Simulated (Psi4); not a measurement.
Reaction (SMILES): CO (CH3-OH) + [H][H] (H2) → C (CH4) + O (H2O)
B3LYP-D3(BJ)/def2-TZVP geometries, fixed; electronic energies without zero-point terms.

How fast the energy of full hydrogenation converges with the basis for several methods (Psi4): deviation from each method's own reference, in kcal/mol. References: B3LYP -30.09 kcal/mol, the value in def2-QZVPPD; HF -30.73 kcal/mol, the value in def2-QZVPPD; MP2 -30.95 kcal/mol, Hartree-Fock in cc-pVQZ plus the correlation part extrapolated as X^-3 from cc-pVTZ and cc-pVQZ; PBE -29.68 kcal/mol, the value in def2-QZVPPD. All functions are spherical. Density fitting with the program's default auxiliary sets. In correlated methods cores are frozen. Psi4's default fitting sets serve the pcseg sets less well. No added dispersion term, no relativity. 

```csv
basis,functions,B3LYP,HF,MP2,PBE
pcseg-0,26,5.96,0.75,4.79,6.97
def2-SV(P),36,10.95,8.06,10.66,11.62
def2-TZVP,86,1.73,1.17,2.40,1.90
"6-311++G(2d,2p)",94,-0.48,-0.87,-1.02,-0.38
def2-TZVPD,113,0.79,0.64,1.41,0.76
cc-pVTZ,116,1.34,0.55,0.71,1.62
jun-cc-pV(T+d)Z,134,0.03,-0.03,-0.17,0.05
"6-311++G(3df,3pd)",150,0.25,0.33,-0.05,0.30
aug-cc-pVTZ,184,0.06,0.08,-0.08,0.08
def2-QZVPP,234,0.21,0.07,-0.16,0.28
pcseg-3,252,0.06,0.04,-0.18,0.07
def2-QZVPPD,261,0.00,0.00,-0.30,0.00
```

Mean absolute deviation over def2-TZVP, 6-311++G(2d,2p), def2-TZVPD, cc-pVTZ, jun-cc-pV(T+d)Z, 6-311++G(3df,3pd), aug-cc-pVTZ: HF 0.52, B3LYP 0.67, PBE 0.73, MP2 0.83 kcal/mol.
